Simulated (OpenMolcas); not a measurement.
# HF/def2-TZVP run of NO2F (nitryl fluoride)

Aim: the vertical electron affinity of NO2F (nitryl fluoride) at HF/def2-TZVP, from 2 runs. 

The calculation is run with OpenMolcas 26.06.

9 further runs of the same task are left out: 9 set aside as unsound or not needed.

## Step 1: The molecule

The species is NO2F (4 atoms), meant as a singlet with charge 0. As SMILES, `O=[N+]([O-])F`. The coordinates come from a GFN2-xTB relaxation.

Bond lengths: O1–N2 1.145 Å, N2–O3 1.145 Å. Angles: O1–N2–O3 140.2°. A long bond or contact: N2–F4 1.545 Å.

## Step 2: Energy and forces at HF/def2-TZVP

Input file input.xyz:

```xyz
4

O      0.188740     0.465950     1.115660
N      0.109710    -0.098240     0.122020
O      0.475520    -1.064170    -0.373030
F     -0.773970     0.696460    -0.864650
```

Input file job.input:

```
&gateway
baslib=$CurrDir
coord=input.xyz
basis=def2-TZVP
group=NoSym
&seward
&scf
thresholds=1e-06 0.001 0.001 0.01
prorbitals=1 1
&alaska
```

The basis set def2-TZVP is read from a file made from the Basis Set Exchange's data (not shown).

Run with:

```console
export MOLCAS_MEM=1860
pymolcas job.input > job.log
```

The program printed, shortened:

```text
--- Start Module: gateway ---
[...]
--- Stop Module: gateway /rc=_RC_ALL_IS_WELL_ ---
[...]
      Basis functions          124
[...]
--- Start Module: scf ---
[...]
       Convergence after   9 Iterations
[...]
::    Total SCF energy                               -303.5396617221
[...]
      Total spin, S                                     0.0000000000
[...]
      Total electronic charge=   32.000000
      Total            charge=   -0.000000
[...]
      Dipole Moment (debye):
      Origin of the operator (angstrom)=   -0.0391    0.0352   -0.0437
                   X=  6.3503E-01               Y= -5.6971E-01               Z=  7.0755E-01           Total=  1.1084E+00
      Quadrupole Moment (debye*angstrom):
[...]
--- Stop Module: scf /rc=_RC_ALL_IS_WELL_ ---
[...]
--- Start Module: alaska ---
[...]
 *              Molecular gradients               *
 **************************************************
  Irreducible representation: a
 ------------------------------------------------------------------------------------------
                              X                       Y                       Z
 ------------------------------------------------------------------------------------------
  O1               -1.77773278827598E-03    1.68047058496459E-02    2.00397130844792E-02
  N2                3.39146918657689E-02   -3.01021748483121E-02    3.74291948684855E-02
  O3                5.18996723139686E-03   -2.02140665717430E-02   -1.59059340333734E-02
  F4               -3.73269263089195E-02    3.35115355702724E-02   -4.15629739195236E-02
 ------------------------------------------------------------------------------------------
--- Stop Module: alaska /rc=_RC_ALL_IS_WELL_ ---
[...]
```

It took 20 s on 1 thread of Arm Neoverse V2, shared host; peak memory 0.81 GiB.

## Step 3: The doublet anion at the same level

input.xyz is that of step 2.

Input file job.inp:

```
* FNO2 Hartree-Fock

&GATEWAY
  BASLIB = $CurrDir
  COORD = input.xyz
  BASIS = def2-TZVP
  GROUP = NoSym

&SEWARD

&SCF
  UHF
  CHARGE = -1
  SPIN = 2
  THRESHOLDS = 1e-06 0.001 0.001 0.01
  PRORBITALS = 1 1

&ALASKA
```

The basis set def2-TZVP is read from a file made from the Basis Set Exchange's data (not shown).

Run with:

```console
export MOLCAS_MEM=1860
pymolcas job.inp > job.log
```

The program printed, shortened:

```text
--- Start Module: gateway ---
[...]
--- Stop Module: gateway /rc=_RC_ALL_IS_WELL_ ---
[...]
      Basis functions          124
[...]
--- Start Module: scf ---
[...]
       Convergence after  14 Iterations
[...]
::    Total SCF energy                               -303.5340955225
[...]
      Total spin, S                                     0.5095821745
[...]
      Total electronic charge=   33.000000
      Total            charge=   -1.000000
[...]
      Dipole Moment (debye):
      Origin of the operator (angstrom)=   -0.0391    0.0352   -0.0437
                   X= -1.6222E-02               Y=  1.4761E-02               Z= -1.8565E-02           Total=  2.8735E-02
      Center of Charge (angstrom)
[...]
--- Stop Module: scf /rc=_RC_ALL_IS_WELL_ ---
[...]
--- Start Module: alaska ---
[...]
 *              Molecular gradients               *
 **************************************************
  Irreducible representation: a
 ------------------------------------------------------------------------------------------
                              X                       Y                       Z
 ------------------------------------------------------------------------------------------
  O1               -1.04001480493507E-02   -7.61387602175461E-02   -1.35539605136412E-01
  N2                5.90728041459788E-02   -5.55113992146427E-02    6.84162398222623E-02
  O3               -4.93362151669468E-02    1.31771262190835E-01    6.68152845872516E-02
  F4                6.63559070305908E-04   -1.21102758662062E-04    3.08080727009497E-04
 ------------------------------------------------------------------------------------------
--- Stop Module: alaska /rc=_RC_ALL_IS_WELL_ ---
[...]
```

It took 24 s on 1 thread of Arm Neoverse V2, shared host; peak memory 0.81 GiB.

## Step 4: Outcome

At HF/def2-TZVP:

```
                                         quantity          value
                       singlet NO2F: total energy  -303.53966 Eh
                      singlet NO2F: dipole moment         1.11 D
                        singlet NO2F: HOMO energy      -15.25 eV
                        singlet NO2F: LUMO energy        2.04 eV
                      singlet NO2F: HOMO–LUMO gap       17.29 eV
           singlet NO2F: largest force on an atom     3.350 eV/Å
                      doublet anion: total energy  -303.53410 Eh
doublet anion: HOMO energy (highest over α and β)       -1.73 eV
 doublet anion: LUMO energy (lowest over α and β)       11.33 eV
                              doublet anion: ⟨S²⟩          0.769
          doublet anion: largest force on an atom     8.012 eV/Å
vertical electron affinity (to the doublet anion)      -0.151 eV
```

What this shows: The anion lies 0.15 eV (3.5 kcal/mol) above the neutral: the electron isn't bound at this level, and such a value depends on the basis. Without diffuse functions anions come out too high. Hartree–Fock misses the correlation that binds many anions. The largest force (singlet NO2F) is 3.35 eV/Å: the shape isn't a stationary point for this species at this level. Mulliken charges (singlet NO2F) run from -0.29 on O1 to +0.85 on N2. Mulliken charges (doublet anion) run from -0.62 on O1 to +0.71 on N2.
